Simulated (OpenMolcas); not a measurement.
# P2H4 (diphosphine): the energy, rung by rung

P2H4 has 6 atoms, charge 0, and is taken as a singlet. SMILES: `PP`. Geometry: relaxed at PBE0-D4/def2-TZVP. This is one conformer, not always the lowest.

| atom | x (Å) | y (Å) | z (Å) |
| --- | --- | --- | --- |
| P | 0.3651 | -1.0488 | -0.0823 |
| P | -0.3652 | 1.0491 | 0.0781 |
| H | -0.4970 | -1.5216 | 0.9450 |
| H | -0.5721 | -1.3929 | -1.0949 |
| H | 0.5028 | 1.5246 | -0.9429 |
| H | 0.5664 | 1.3896 | 1.0970 |

Quantity: the energy change with the P1–H3 bond stretched from 1.422 to 1.777 Å, in eV. The values are calculated.

```csv
level,kind,program,value (eV),less FCI/STO-3G
HF/STO-3G (restricted),Hartree–Fock,OpenMolcas,1.58,+0.51
PBE/STO-3G (restricted),GGA,OpenMolcas,1.01,-0.06
r2SCAN/STO-3G (restricted),meta-GGA,OpenMolcas,1.12,+0.05
B3LYP/STO-3G (restricted),global hybrid,OpenMolcas,1.12,+0.05
M06-2X/STO-3G (restricted),hybrid meta-GGA,OpenMolcas,1.28,+0.21
MP2/STO-3G (restricted),perturbation theory,OpenMolcas,1.28,+0.21
"MRCI(2,2)/STO-3G",multireference,OpenMolcas,1.08,+0.01
"SC-NEVPT2(2,2)/STO-3G",multireference,OpenMolcas,1.05,-0.02
ACPF/STO-3G (restricted),coupled cluster or CI,OpenMolcas,1.05,-0.02
FCI/STO-3G,exact in the basis,OpenMolcas,1.07,0.00
```

FCI/STO-3G is exact within its basis and frozen core, so for wave-function methods in that basis the difference is their error; functionals converge differently with the basis, so for them it is only a difference. The first shape isn't each level's own minimum. The values span 1.01 to 1.58 eV. All rows use very small basis sets, so even the best lies far from the true value.
